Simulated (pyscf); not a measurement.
Optimised with ωB97X-D3(BJ)/def2-SVP in PySCF.

How much does it cost (ΔH, 298 K, ωB97M-D3(BJ)/def2-TZVP) to split H₃Si–O–Zn–Cl at its O–Si bond into SiH₃• + •O–Zn–Cl?

O–Si to SiH₃• + •O–Zn–Cl: 5.51 eV. The 7 functionals that were run give +5.21 (PBE) to +5.57 eV (M06-2X). The radicals are drawn with the spin at the cut bond; how far it spreads was not checked. The term symbol of open-shell •O–Zn–Cl was not checked; spin-orbit terms are left out. Elements up to Kr have no core potential and no relativistic terms here.
